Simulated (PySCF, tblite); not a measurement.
# SO3: changes of charge

What do calculations give for the changes of charge of SO3 (`O=S(=O)=O`)?

Computed with tblite 0.8.0 and PySCF 2.14.0 and routines of our own; the level stands in each step. Atoms count from 0.

## (1) The system as given

4 atoms, charge 0, multiplicity 1; geometry from: start built from the parent or by distance geometry.

## (2) Optimising the geometry with GFN2-xTB

What the job is given:

```
{"job": {"kind": "relax", "xc": "GFN2-xTB", "basis": "xTB"}, "charge": 0, "multiplicity": 1}
O     -0.647600    -1.171100    -0.023000
S     -0.024900     0.008600     0.029300
O     -0.639700     1.165800    -0.014500
O      1.332700     0.006200    -0.037600
```

On the command line:

```sh
OMP_NUM_THREADS=1 python redox_run.py task.json out
```

One launch serves the whole session: the jobs run in the order shown.

Standard output:

```text
step      E/eV     max force
  0    -418.16847    9.705
  1    -418.81552    5.470
  2    -418.98150    2.166
  3    -419.05226    0.821
  4    -419.05879    0.700
  5    -419.06385    0.313
  6    -419.06682    0.193
  7    -419.06770    0.078
  8    -419.06774    0.011
  9    -419.06774    0.003
```

Run time: 0.02 s. Hardware: 1 thread of Arm Neoverse V2, shared host.

Relaxation path:

| step | energy from step 0 (eV) | largest force (eV/Å) |
| --- | --- | --- |
| 0 | 0.0000 | 9.7050 |
| 1 | -0.6470 | 5.4698 |
| 2 | -0.8130 | 2.1655 |
| 3 | -0.8838 | 0.8211 |
| 4 | -0.8903 | 0.7002 |
| 5 | -0.8954 | 0.3129 |
| 6 | -0.8983 | 0.1926 |
| 7 | -0.8992 | 0.0776 |
| 8 | -0.8993 | 0.0110 |
| 9 | -0.8993 | 0.0028 |

Distances of close pairs at the start and the end, largest changes first:

| bond | before (Å) | after (Å) | change (Å) |
| --- | --- | --- | --- |
| S1–O2 | 1.311 | 1.418 | +0.107 |
| O0–S1 | 1.335 | 1.418 | +0.083 |
| S1–O3 | 1.359 | 1.418 | +0.059 |

The next job starts from the end point, and lists it.

## (3) Harmonic vibrations with GFN2-xTB

What the job is given:

```
{"job": {"kind": "ir", "xc": "GFN2-xTB", "basis": "xTB"}, "charge": 0, "multiplicity": 1}
O     -0.703351    -1.225769    -0.009251
S      0.005188     0.002390    -0.011311
O     -0.704397     1.229912    -0.000749
O      1.423028     0.003013    -0.024398
```

Standard output:

```text
mode    cm-1     km/mol
  1     389.1    191.46
  2     479.4     91.73
  3     479.4     91.75
  4    1032.6      0.00
  5    1310.8    422.14
  6    1310.9    422.02
ZPE 29.920  H(298)-E 42.077  G(298)-E -35.169 kJ/mol  S 259.08 J/(mol K)
```

It took 0.06 s on 1 thread of Arm Neoverse V2, shared host.

Which atoms move in the most intense modes:

| cm⁻¹ | km/mol | atoms |
| --- | --- | --- |
| 389 | 191.5 | S1 60 %, O3 13 %, O2 13 %, O0 13 % |
| 479 | 91.8 | O2 39 %, O0 36 %, S1 16 % |
| 479 | 91.7 | O3 47 %, O0 20 %, O2 18 %, S1 16 % |
| 1311 | 422.1 | S1 44 %, O2 31 %, O0 25 % |
| 1311 | 422.0 | S1 44 %, O3 37 %, O0 12 % |

## (4) Optimising the geometry at PBE0-D3(BJ)/def2-SVPD

What the job is given:

```
{"job": {"xc": "PBE0", "basis": "def2-SVPD", "d3": "d3bj", "grid": 1, "kind": "geom"}, "charge": 0, "multiplicity": 1}
O     -0.703351    -1.225769    -0.009251
S      0.005188     0.002390    -0.011311
O     -0.704397     1.229912    -0.000749
O      1.423028     0.003013    -0.024398
```

Standard output:

```text
step   0  E = -623.12041253  max force = 0.038834
step   1  E = -623.12323120  max force = 0.005818
step   2  E = -623.12331402  max force = 0.000536
step   3  E = -623.12331577  max force = 0.000067
optimisation converged
```

Wall time 6.2 s (1 thread of Arm Neoverse V2, shared host).

Relaxation path:

| step | energy from step 0 (eV) | largest force component (eV/Å) |
| --- | --- | --- |
| 0 | 0.0000 | 1.9969 |
| 1 | -0.0767 | 0.2992 |
| 2 | -0.0790 | 0.0276 |
| 3 | -0.0790 | 0.0034 |

Close pairs (by a distance rule), those that changed most:

| bond | before (Å) | after (Å) | change (Å) |
| --- | --- | --- | --- |
| O0–S1 | 1.418 | 1.445 | +0.027 |
| S1–O2 | 1.418 | 1.445 | +0.027 |
| S1–O3 | 1.418 | 1.445 | +0.027 |

The final coordinates are the input of the step that follows.

| at the end point | value |
| --- | --- |
| point group (found at 0.08 Å tolerance) | D3h |
| rotational constants (GHz, main isotopes) | 10.088, 10.080, 5.042 |
| dipole moment (D) | 0.00 |

## (5) Single point (SO3): wB97X-D3(BJ)/ma-def2-TZVP

Geometry: PBE0-D3(BJ)/def2-SVPD.

What the job is given:

```
{"job": {"kind": "sp", "xc": "wB97X", "basis": "ma-def2-TZVP", "d3": "d3bj", "grid": 2}, "charge": 0, "multiplicity": 1}
O     -0.715377    -1.249690    -0.009876
S      0.006113     0.002685    -0.011375
O     -0.716872     1.254081     0.005559
O      1.451186     0.003668    -0.029652
```

Standard output:

```text
coarse grid: 4888 points
cycle   1  E = -623.7043216082  dE =  1.295e+00  |g| = 1.158e+00  |ddm| = 2.079e+00
cycle   2  E = -623.5744065096  dE =  1.299e-01  |g| = 1.544e+00  |ddm| = 1.506e+00
cycle   3  E = -623.9540645850  dE = -3.797e-01  |g| = 3.695e-02  |ddm| = 8.098e-01
cycle   4  E = -623.9543293497  dE = -2.648e-04  |g| = 9.484e-03  |ddm| = 3.620e-02
cycle   5  E = -623.9543521351  dE = -2.279e-05  |g| = 2.324e-03  |ddm| = 8.962e-03
cycle   6  E = -623.9543538952  dE = -1.760e-06  |g| = 6.754e-04  |ddm| = 2.969e-03
final grid: 45376 points
cycle   7  E = -623.9672489489  dE = -1.839e-05  |g| = 4.606e-03  |ddm| = 1.512e-02
cycle   8  E = -623.9672491285  dE = -1.796e-07  |g| = 4.162e-03  |ddm| = 3.551e-03
cycle   9  E = -623.9672516040  dE = -2.475e-06  |g| = 7.640e-04  |ddm| = 2.117e-03
cycle  10  E = -623.9672516971  dE = -9.309e-08  |g| = 7.301e-05  |ddm| = 5.093e-04
cycle  11  E = -623.9672516983  dE = -1.164e-09  |g| = 4.976e-05  |ddm| = 7.251e-05
converged SCF energy = -623.9672516983
```

It took 2.6 s on 1 thread of Arm Neoverse V2, shared host.

## (6) Single point (SO₃+ (doublet)): wB97X-D3(BJ)/ma-def2-TZVP

Geometry: PBE0-D3(BJ)/def2-SVPD, that of another charge or spin state.

What the job is given:

```
{"job": {"kind": "sp", "xc": "wB97X", "basis": "ma-def2-TZVP", "d3": "d3bj", "grid": 2}, "charge": 1, "multiplicity": 2}
O     -0.715377    -1.249690    -0.009876
S      0.006113     0.002685    -0.011375
O     -0.716872     1.254081     0.005559
O      1.451186     0.003668    -0.029652
```

Standard output:

```text
final grid: 45376 points
cycle   1  E = -623.4670108797  dE = -2.486e-02  |g| = 2.528e-01  |ddm| = 2.829e-01
cycle   2  E = -623.4636057494  dE =  3.405e-03  |g| = 2.679e-01  |ddm| = 2.314e-01
cycle   3  E = -623.4856121652  dE = -2.201e-02  |g| = 2.880e-02  |ddm| = 1.404e-01
cycle   4  E = -623.4859433487  dE = -3.312e-04  |g| = 5.547e-03  |ddm| = 1.913e-02
cycle   5  E = -623.4859934458  dE = -5.010e-05  |g| = 2.056e-03  |ddm| = 9.417e-03
cycle   6  E = -623.4859955402  dE = -2.094e-06  |g| = 2.187e-03  |ddm| = 2.456e-03
cycle   7  E = -623.4859975926  dE = -2.052e-06  |g| = 3.524e-04  |ddm| = 1.234e-03
cycle   8  E = -623.4859977875  dE = -1.949e-07  |g| = 1.151e-04  |ddm| = 5.521e-04
cycle   9  E = -623.4859978212  dE = -3.371e-08  |g| = 2.189e-05  |ddm| = 2.946e-04
cycle  10  E = -623.4859978222  dE = -9.586e-10  |g| = 6.053e-06  |ddm| = 5.365e-05
converged SCF energy = -623.4859978222
```

It took 5.4 s on 1 thread of Arm Neoverse V2, shared host.

## (7) Geometry optimisation with GFN2-xTB

This step treats SO₃+ (doublet), labelled `[O][S+](=O)=O` (the label fixes atoms and charge, not where charge and spin sit).

What the job is given:

```
{"job": {"kind": "relax", "xc": "GFN2-xTB", "basis": "xTB"}, "charge": 1, "multiplicity": 2}
O     -0.699100    -1.255800    -0.015200
S     -0.004600     0.011300    -0.034400
O     -0.699400     1.246500     0.008700
O      1.448700     0.018300    -0.050300
```

Standard output:

```text
step      E/eV     max force
  0    -401.51227    1.319
  1    -401.54620    0.468
  2    -401.54904    0.090
  3    -401.54932    0.087
  4    -401.55012    0.051
  5    -401.55017    0.030
  6    -401.55020    0.025
  7    -401.55024    0.030
  8    -401.55026    0.018
  9    -401.55027    0.004
```

Wall time 0.02 s (1 thread of Arm Neoverse V2, shared host).

The steps of the relaxation:

| step | energy from step 0 (eV) | largest force (eV/Å) |
| --- | --- | --- |
| 0 | 0.0000 | 1.3189 |
| 1 | -0.0339 | 0.4682 |
| 2 | -0.0368 | 0.0904 |
| 3 | -0.0371 | 0.0867 |
| 4 | -0.0378 | 0.0511 |
| 5 | -0.0379 | 0.0301 |
| 6 | -0.0379 | 0.0253 |
| 7 | -0.0380 | 0.0297 |
| 8 | -0.0380 | 0.0182 |
| 9 | -0.0380 | 0.0042 |

Close pairs (by a distance rule), those that changed most:

| bond | before (Å) | after (Å) | change (Å) |
| --- | --- | --- | --- |
| S1–O3 | 1.453 | 1.422 | -0.032 |
| O0–S1 | 1.445 | 1.422 | -0.024 |
| S1–O2 | 1.418 | 1.422 | +0.004 |

The end geometry stands in the next job.

## (8) Harmonic vibrations with GFN2-xTB

What the job is given:

```
{"job": {"kind": "ir", "xc": "GFN2-xTB", "basis": "xTB"}, "charge": 1, "multiplicity": 2}
O     -0.692870    -1.229769    -0.019125
S      0.011489     0.005029    -0.022739
O     -0.705728     1.232195     0.004802
O      1.432628     0.012835    -0.053990
```

Standard output:

```text
mode    cm-1     km/mol
  1     283.6     26.95
  2     283.9     27.15
  3     343.3    201.00
  4     990.2      0.00
  5    1096.3      2.66
  6    1096.8      2.70
ZPE 24.489  H(298)-E 37.921  G(298)-E -43.419 kJ/mol  S 272.81 J/(mol K)
```

Wall time 0.07 s (1 thread of Arm Neoverse V2, shared host).

The strongest bands and the atoms that carry them (share of the mass-weighted mode):

| cm⁻¹ | km/mol | atoms |
| --- | --- | --- |
| 284 | 26.9 | O2 44 %, O0 25 %, S1 22 % |
| 284 | 27.1 | O3 43 %, O0 27 %, S1 22 % |
| 343 | 201.0 | S1 60 %, O3 13 %, O0 13 %, O2 13 % |
| 1096 | 2.7 | O2 39 %, S1 38 %, O0 19 % |
| 1097 | 2.7 | S1 38 %, O3 38 %, O0 22 % |

## (9) Relaxing the molecule at PBE0-D3(BJ)/def2-SVPD

This step treats SO₃+ (doublet), labelled `[O][S+](=O)=O` (the label fixes atoms and charge, not where charge and spin sit).

What the job is given:

```
{"job": {"xc": "PBE0", "basis": "def2-SVPD", "d3": "d3bj", "grid": 1, "kind": "geom"}, "charge": 1, "multiplicity": 2}
O     -0.692870    -1.229769    -0.019125
S      0.011489     0.005029    -0.022739
O     -0.705728     1.232195     0.004802
O      1.432628     0.012835    -0.053990
```

Standard output:

```text
step   0  E = -622.64854349  max force = 0.031169
step   1  E = -622.65037661  max force = 0.006312
step   2  E = -622.65048345  max force = 0.000503
step   3  E = -622.65049097  max force = 0.000635
step   4  E = -622.65036054  max force = 0.016711
step   5  E = -622.65055792  max force = 0.008608
step   6  E = -622.65056978  max force = 0.004624
step   7  E = -622.65062614  max force = 0.004571
step   8  E = -622.65068975  max force = 0.008874
step   9  E = -622.65093611  max force = 0.019205
step  10  E = -622.65110281  max force = 0.016496
step  11  E = -622.65152989  max force = 0.005928
step  12  E = -622.65152965  max force = 0.003219
step  13  E = -622.65159014  max force = 0.000747
step  14  E = -622.65159214  max force = 0.000678
step  15  E = -622.65159204  max force = 0.000521
step  16  E = -622.65159260  max force = 0.000366
optimisation converged
```

Wall time 49 s (1 thread of Arm Neoverse V2, shared host).

Step by step: (the energy doesn't fall at every step)

| step | energy from step 0 (eV) | largest force component (eV/Å) |
| --- | --- | --- |
| 0 | 0.0000 | 1.6028 |
| 1 | -0.0499 | 0.3246 |
| 2 | -0.0528 | 0.0259 |
| 3 | -0.0530 | 0.0327 |
| 4 | -0.0494 | 0.8593 |
| 5 | -0.0548 | 0.4426 |
| 6 | -0.0551 | 0.2378 |
| 7 | -0.0567 | 0.2351 |
| 8 | -0.0584 | 0.4563 |
| 9 | -0.0651 | 0.9876 |
| 10 | -0.0696 | 0.8483 |
| 11 | -0.0813 | 0.3048 |
| 12 | -0.0813 | 0.1655 |
| 13 | -0.0829 | 0.0384 |
| 14 | -0.0830 | 0.0349 |
| 15 | -0.0830 | 0.0268 |
| 16 | -0.0830 | 0.0188 |

Distances of close pairs at the start and the end, largest changes first:

| bond | before (Å) | after (Å) | change (Å) |
| --- | --- | --- | --- |
| S1–O3 | 1.422 | 1.505 | +0.083 |
| S1–O2 | 1.422 | 1.425 | +0.004 |
| O0–S1 | 1.422 | 1.425 | +0.003 |

The next job starts from the end point, and lists it.

| at the end point | value |
| --- | --- |
| point group (found at 0.08 Å tolerance) | C2v |
| rotational constants (GHz, main isotopes) | 10.829, 9.337, 5.014 |
| ⟨S²⟩ | 0.760 |

## (10) Single point (SO₃): wB97X-D3(BJ)/ma-def2-TZVP

Geometry: PBE0-D3(BJ)/def2-SVPD, that of another charge or spin state.

What the job is given:

```
{"job": {"kind": "sp", "xc": "wB97X", "basis": "ma-def2-TZVP", "d3": "d3bj", "grid": 2}, "charge": 0, "multiplicity": 1}
O     -0.635553    -1.304815    -0.039163
S     -0.071639     0.003379    -0.018558
O     -0.668632     1.293871     0.078338
O      1.429811     0.027547    -0.115032
```

Standard output:

```text
coarse grid: 4888 points
cycle   1  E = -623.6822076538  dE =  1.287e+00  |g| = 1.171e+00  |ddm| = 2.081e+00
cycle   2  E = -623.5236502471  dE =  1.586e-01  |g| = 1.605e+00  |ddm| = 1.550e+00
cycle   3  E = -623.9397589098  dE = -4.161e-01  |g| = 9.229e-02  |ddm| = 8.480e-01
cycle   4  E = -623.9403775592  dE = -6.186e-04  |g| = 7.400e-02  |ddm| = 8.014e-02
cycle   5  E = -623.9413194009  dE = -9.418e-04  |g| = 6.149e-03  |ddm| = 3.710e-02
cycle   6  E = -623.9413305093  dE = -1.111e-05  |g| = 1.626e-03  |ddm| = 6.295e-03
cycle   7  E = -623.9413316999  dE = -1.191e-06  |g| = 4.723e-04  |ddm| = 2.389e-03
final grid: 45376 points
cycle   8  E = -623.9544880289  dE = -1.895e-05  |g| = 4.823e-03  |ddm| = 1.556e-02
cycle   9  E = -623.9544880634  dE = -3.448e-08  |g| = 4.510e-03  |ddm| = 3.893e-03
cycle  10  E = -623.9544910021  dE = -2.939e-06  |g| = 8.030e-04  |ddm| = 2.302e-03
cycle  11  E = -623.9544911071  dE = -1.050e-07  |g| = 1.302e-04  |ddm| = 5.525e-04
cycle  12  E = -623.9544911094  dE = -2.309e-09  |g| = 1.077e-04  |ddm| = 1.211e-04
cycle  13  E = -623.9544911117  dE = -2.244e-09  |g| = 1.395e-05  |ddm| = 6.576e-05
converged SCF energy = -623.9544911117
```

It took 2.8 s on 1 thread of Arm Neoverse V2, shared host.

## (11) Single point (SO₃+ (doublet), [O][S+](=O)=O): wB97X-D3(BJ)/ma-def2-TZVP

Geometry: PBE0-D3(BJ)/def2-SVPD.

What the job is given:

```
{"job": {"kind": "sp", "xc": "wB97X", "basis": "ma-def2-TZVP", "d3": "d3bj", "grid": 2}, "charge": 1, "multiplicity": 2}
O     -0.635553    -1.304815    -0.039163
S     -0.071639     0.003379    -0.018558
O     -0.668632     1.293871     0.078338
O      1.429811     0.027547    -0.115032
```

Standard output:

```text
final grid: 45376 points
cycle   1  E = -623.4027591426  dE =  2.021e-02  |g| = 4.920e-01  |ddm| = 4.002e-01
cycle   2  E = -623.2213911485  dE =  1.814e-01  |g| = 8.310e-01  |ddm| = 5.899e-01
cycle   3  E = -623.4837017684  dE = -2.623e-01  |g| = 8.478e-02  |ddm| = 4.161e-01
cycle   4  E = -623.4862843847  dE = -2.583e-03  |g| = 4.627e-02  |ddm| = 5.730e-02
cycle   5  E = -623.4873837772  dE = -1.099e-03  |g| = 1.743e-02  |ddm| = 3.065e-02
cycle   6  E = -623.4879124012  dE = -5.286e-04  |g| = 1.262e-02  |ddm| = 2.167e-02
cycle   7  E = -623.4884861169  dE = -5.737e-04  |g| = 6.315e-03  |ddm| = 3.385e-02
cycle   8  E = -623.4887255490  dE = -2.394e-04  |g| = 5.049e-03  |ddm| = 2.805e-02
cycle   9  E = -623.4887687019  dE = -4.315e-05  |g| = 1.830e-03  |ddm| = 1.070e-02
cycle  10  E = -623.4887771315  dE = -8.430e-06  |g| = 4.391e-04  |ddm| = 6.097e-03
cycle  11  E = -623.4887774605  dE = -3.289e-07  |g| = 1.894e-04  |ddm| = 1.400e-03
cycle  12  E = -623.4887774846  dE = -2.408e-08  |g| = 1.487e-04  |ddm| = 6.297e-04
cycle  13  E = -623.4887775162  dE = -3.159e-08  |g| = 3.825e-05  |ddm| = 4.465e-04
cycle  14  E = -623.4887775180  dE = -1.847e-09  |g| = 1.114e-05  |ddm| = 9.464e-05
converged SCF energy = -623.4887775180
```

Wall time 7.1 s (1 thread of Arm Neoverse V2, shared host).

## (12) Single point (SO3): wB97X-D3(BJ)/ma-def2-TZVP in acetonitrile

Geometry: PBE0-D3(BJ)/def2-SVPD.

What the job is given:

```
{"job": {"kind": "sp", "xc": "wB97X", "basis": "ma-def2-TZVP", "d3": "d3bj", "grid": 2, "solvent": "acetonitrile"}, "charge": 0, "multiplicity": 1}
O     -0.715377    -1.249690    -0.009876
S      0.006113     0.002685    -0.011375
O     -0.716872     1.254081     0.005559
O      1.451186     0.003668    -0.029652
```

Standard output:

```text
final grid: 45376 points
cycle   1  E = -623.9735046756  dE = -2.996e-04  |g| = 2.945e-02  |ddm| = 9.716e-02
cycle   2  E = -623.9734719683  dE =  3.271e-05  |g| = 3.411e-02  |ddm| = 3.809e-02
cycle   3  E = -623.9736572904  dE = -1.853e-04  |g| = 1.839e-03  |ddm| = 1.791e-02
cycle   4  E = -623.9736581289  dE = -8.386e-07  |g| = 5.649e-04  |ddm| = 2.682e-03
cycle   5  E = -623.9736582457  dE = -1.168e-07  |g| = 9.560e-05  |ddm| = 1.439e-03
cycle   6  E = -623.9736582480  dE = -2.220e-09  |g| = 2.291e-05  |ddm| = 9.403e-05
converged SCF energy = -623.9736582480
```

It took 2.2 s on 1 thread of Arm Neoverse V2, shared host.

## (13) Single point (SO₃+ (doublet), [O][S+](=O)=O): wB97X-D3(BJ)/ma-def2-TZVP in acetonitrile

Geometry: PBE0-D3(BJ)/def2-SVPD.

What the job is given:

```
{"job": {"kind": "sp", "xc": "wB97X", "basis": "ma-def2-TZVP", "d3": "d3bj", "grid": 2, "solvent": "acetonitrile"}, "charge": 1, "multiplicity": 2}
O     -0.635553    -1.304815    -0.039163
S     -0.071639     0.003379    -0.018558
O     -0.668632     1.293871     0.078338
O      1.429811     0.027547    -0.115032
```

Standard output:

```text
final grid: 45376 points
cycle   1  E = -623.5999611403  dE = -5.791e-04  |g| = 3.654e-02  |ddm| = 9.879e-02
cycle   2  E = -623.5996325124  dE =  3.286e-04  |g| = 4.890e-02  |ddm| = 4.582e-02
cycle   3  E = -623.6004162421  dE = -7.837e-04  |g| = 4.927e-03  |ddm| = 2.449e-02
cycle   4  E = -623.6004256921  dE = -9.450e-06  |g| = 1.755e-03  |ddm| = 3.293e-03
cycle   5  E = -623.6004295189  dE = -3.827e-06  |g| = 1.099e-03  |ddm| = 2.232e-03
cycle   6  E = -623.6004321732  dE = -2.654e-06  |g| = 6.311e-04  |ddm| = 1.757e-03
cycle   7  E = -623.6004346683  dE = -2.495e-06  |g| = 2.199e-04  |ddm| = 2.841e-03
cycle   8  E = -623.6004349940  dE = -3.257e-07  |g| = 8.170e-05  |ddm| = 1.252e-03
cycle   9  E = -623.6004350042  dE = -1.022e-08  |g| = 6.245e-05  |ddm| = 1.504e-04
cycle  10  E = -623.6004350082  dE = -4.027e-09  |g| = 1.939e-05  |ddm| = 8.544e-05
converged SCF energy = -623.6004350082
```

It took 5.5 s on 1 thread of Arm Neoverse V2, shared host.

## (14) Single point (SO3): wB97X-D3(BJ)/ma-def2-TZVP in tetrahydrofuran

Geometry: PBE0-D3(BJ)/def2-SVPD.

What the job is given:

```
{"job": {"kind": "sp", "xc": "wB97X", "basis": "ma-def2-TZVP", "d3": "d3bj", "grid": 2, "solvent": "tetrahydrofuran"}, "charge": 0, "multiplicity": 1}
O     -0.715377    -1.249690    -0.009876
S      0.006113     0.002685    -0.011375
O     -0.716872     1.254081     0.005559
O      1.451186     0.003668    -0.029652
```

Standard output:

```text
final grid: 45376 points
cycle   1  E = -623.9724439614  dE = -2.047e-04  |g| = 2.493e-02  |ddm| = 8.165e-02
cycle   2  E = -623.9724179021  dE =  2.606e-05  |g| = 2.911e-02  |ddm| = 3.179e-02
cycle   3  E = -623.9725530180  dE = -1.351e-04  |g| = 1.518e-03  |ddm| = 1.530e-02
cycle   4  E = -623.9725535719  dE = -5.540e-07  |g| = 4.544e-04  |ddm| = 2.089e-03
cycle   5  E = -623.9725536480  dE = -7.602e-08  |g| = 8.153e-05  |ddm| = 1.130e-03
cycle   6  E = -623.9725536495  dE = -1.529e-09  |g| = 2.641e-05  |ddm| = 7.915e-05
converged SCF energy = -623.9725536495
```

Wall time 2.2 s (1 thread of Arm Neoverse V2, shared host).

## (15) Single point (SO3+ (doublet), [O][S+](=O)=O): wB97X-D3(BJ)/ma-def2-TZVP in tetrahydrofuran

Geometry: PBE0-D3(BJ)/def2-SVPD.

What the job is given:

```
{"job": {"kind": "sp", "xc": "wB97X", "basis": "ma-def2-TZVP", "d3": "d3bj", "grid": 2, "solvent": "tetrahydrofuran"}, "charge": 1, "multiplicity": 2}
O     -0.635553    -1.304815    -0.039163
S     -0.071639     0.003379    -0.018558
O     -0.668632     1.293871     0.078338
O      1.429811     0.027547    -0.115032
```

Standard output:

```text
final grid: 45376 points
cycle   1  E = -623.5872240880  dE = -4.002e-04  |g| = 3.125e-02  |ddm| = 8.311e-02
cycle   2  E = -623.5869665721  dE =  2.575e-04  |g| = 4.240e-02  |ddm| = 3.900e-02
cycle   3  E = -623.5875564962  dE = -5.899e-04  |g| = 4.261e-03  |ddm| = 2.121e-02
cycle   4  E = -623.5875634103  dE = -6.914e-06  |g| = 1.454e-03  |ddm| = 2.777e-03
cycle   5  E = -623.5875659470  dE = -2.537e-06  |g| = 8.958e-04  |ddm| = 1.776e-03
cycle   6  E = -623.5875677228  dE = -1.776e-06  |g| = 5.173e-04  |ddm| = 1.440e-03
cycle   7  E = -623.5875693739  dE = -1.651e-06  |g| = 1.851e-04  |ddm| = 2.295e-03
cycle   8  E = -623.5875696011  dE = -2.272e-07  |g| = 7.468e-05  |ddm| = 1.048e-03
cycle   9  E = -623.5875696083  dE = -7.254e-09  |g| = 4.925e-05  |ddm| = 1.206e-04
converged SCF energy = -623.5875696083
```

Run time: 5.1 s. Hardware: 1 thread of Arm Neoverse V2, shared host.

## (16) Single point (SO3− (doublet)): wB97X-D3(BJ)/ma-def2-TZVP

Geometry: PBE0-D3(BJ)/def2-SVPD, that of another charge or spin state.

What the job is given:

```
{"job": {"kind": "sp", "xc": "wB97X", "basis": "ma-def2-TZVP", "d3": "d3bj", "grid": 2}, "charge": -1, "multiplicity": 2}
O     -0.715377    -1.249690    -0.009876
S      0.006113     0.002685    -0.011375
O     -0.716872     1.254081     0.005559
O      1.451186     0.003668    -0.029652
```

Standard output:

```text
final grid: 45376 points
cycle   1  E = -623.9831414186  dE = -1.574e-02  |g| = 1.650e-01  |ddm| = 9.270e+00
cycle   2  E = -623.9883086293  dE = -5.167e-03  |g| = 1.273e-01  |ddm| = 7.131e+00
cycle   3  E = -623.9940833420  dE = -5.775e-03  |g| = 2.090e-02  |ddm| = 1.583e+00
cycle   4  E = -623.9942474263  dE = -1.641e-04  |g| = 5.229e-03  |ddm| = 3.287e-01
cycle   5  E = -623.9943190818  dE = -7.166e-05  |g| = 2.065e-03  |ddm| = 8.748e-01
cycle   6  E = -623.9943351853  dE = -1.610e-05  |g| = 6.884e-04  |ddm| = 5.451e-01
cycle   7  E = -623.9943366055  dE = -1.420e-06  |g| = 2.660e-04  |ddm| = 1.855e-01
cycle   8  E = -623.9943366465  dE = -4.101e-08  |g| = 1.284e-04  |ddm| = 1.529e-02
cycle   9  E = -623.9943366590  dE = -1.244e-08  |g| = 2.042e-05  |ddm| = 8.040e-03
cycle  10  E = -623.9943366605  dE = -1.472e-09  |g| = 9.811e-06  |ddm| = 2.421e-03
converged SCF energy = -623.9943366605
```

Wall time 5.4 s (1 thread of Arm Neoverse V2, shared host).

(Part 1 of 2 ends here.)
